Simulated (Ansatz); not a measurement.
hcp Tc was calculated with RPBE (plane waves, PAW; Ansatz, a program for electronic structure).

Numerical settings: plane-wave cutoff 520 eV, 24×24×12 k mesh (along the axes of the cell as run), Fermi–Dirac smearing 0.05 eV, no spin polarisation, scalar-relativistic PAW data made under PBE.

Results at a series of volumes:

```
V (Å³/atom)  E − E_lowest (meV/atom)  P (GPa)
-----------  -----------------------  -------
14.045                         22.52    12.81
14.338                          5.41     6.05
14.630                          0.00    -0.01
14.923                          5.05    -5.42
15.215                         19.46   -10.27
```

### Question
Estimate the bulk modulus from the pressures at 14.338 and 14.923 Å³/atom, and compare it with a fit to all energies.

### Answer
B = −V dP/dV. Between V = 14.338 and 14.923 Å³/atom, dP/dV = (-5.42 − (6.05))/(14.923 − 14.338) = -19.6 GPa per Å³/atom; at the midpoint 14.630 Å³/atom this gives B ≈ 287 GPa. The third-order Birch–Murnaghan fit gives V0 = 14.630 Å³/atom, B0 = 286 GPa, B′ = 4.6, which lies within 1 % of that estimate.

Shape and atoms are relaxed at each volume.

Measured, for comparison: bulk modulus 303 GPa (zero-point energy and finite temperature contributions removed; as tabulated in doi:10.1021/acs.jctc.3c00612). Computed (rounded) less measured: bulk modulus -6 %.

Note: the bulk modulus comes from volumes at which shape and atoms were relaxed.
